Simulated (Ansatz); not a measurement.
Geometry optimisation, RHF/def2-SVP in Ansatz.

input.yaml

```yaml
crystal:
  periodic: [false, false, false]
  atoms:
    - { symbol: Si, position_ang: [-0.39062, -0.134463, -0.395874] }
    - { symbol: F, position_ang: [-0.017837, 0.745009, 2.235395] }
    - { symbol: H, position_ang: [0.844696, -0.792815, 0.058081] }
    - { symbol: H, position_ang: [-0.229434, 1.32742, -0.467918] }
    - { symbol: H, position_ang: [-0.709875, -0.64394, -1.755057] }
    - { symbol: O, position_ang: [-1.694534, -0.524735, 0.580095] }
    - { symbol: H, position_ang: [-2.385719, -1.054736, 0.214806] }
    - { symbol: H, position_ang: [-0.867676, 0.448561, 2.373771] }
basis:
  gaussian: { orbitals: def2-SVP }
hamiltonian:
  xc: hf
relax:
  f_tol: 0.03
  max_steps: 50
```

Run as:

```bash
$ ansatz run input.yaml --threads 1 --pin off --max-ram 2048MiB --backend cpu --events-out ev --progress --plain --runs-dir out
```

Task: Where does it end, and by what steps?

Result: The run converged. The force dipped under the threshold on the way, but the program's further checks kept it going. After 29 steps the energy has fallen by 0.181 eV; F2 moved furthest, 1.41 Å.

```tsv
step	energy less start (eV)	largest force component (eV/Å)	accepted
0	0.0000	0.330	yes
2	-0.0417	1.102	yes
4	-0.1165	0.527	yes
6	-0.1529	0.180	yes
8	-0.1598	0.204	yes
10	-0.1671	0.126	yes
12	-0.1710	0.023	yes
14	-0.1736	0.134	yes
16	-0.1766	0.120	yes
18	-0.1787	0.010	yes
20	-0.1794	0.030	yes
22	-0.1799	0.031	yes
24	-0.1804	0.106	yes
26	-0.1809	0.086	yes
28	-0.1813	0.036	yes
29	-0.1813	0.018	yes
```

```xyz
8
Properties=species:S:1:pos:R:3
Si -0.291 -0.199 -0.684
F -1.182 1.097 2.951
H 0.720 -1.251 -0.928
H 0.354 1.116 -0.542
H -1.259 -0.192 -1.803
O -1.082 -0.484 0.760
H -1.566 -1.287 0.883
H -1.144 0.572 2.206
```

The run took 15 s on 1 thread of Intel(R) Xeon(R) 6975P-C (Granite Rapids) (shared host), peak memory 0.14 GiB.
